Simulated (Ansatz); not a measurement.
Species, as SMILES: F (HF).
Geometry (B3LYP-D3(BJ)/def2-TZVP, fixed):
```
F
H 1 0.9245
```
Charge 0, spin multiplicity 1.

Basis-set convergence of the dipole moment at HF with Ansatz (a quantum-chemistry and plane-wave program). Dipoles come from the density behind the forces; the sign is taken along the dipole that this method gives in the largest set. All functions are spherical. The program fits the integrals of some runs and decomposes those of others, by size. No added dispersion term, no relativity. Reference: the value in aug-cc-pV5Z, 1.937 D. Deviations are taken from unrounded values.

```csv
basis,functions,dipole moment (D),minus reference (D)
6-31G,11,2.306,0.370
cc-pVDZ,19,1.965,0.028
def2-SVPD,31,1.976,0.040
aug-cc-pVDZ,32,1.946,0.009
aug-pcseg-1,32,1.923,-0.014
"6-311++G(2d,2p)",37,1.995,0.058
def2-TZVP,37,2.031,0.094
pcseg-2,44,1.988,0.051
jun-cc-pV(T+d)Z,53,1.949,0.012
cc-pVQZ,85,1.948,0.012
def2-QZVPP,87,1.955,0.019
def2-QZVPPD,99,1.937,0.000
cc-pV5Z,146,1.947,0.010
```
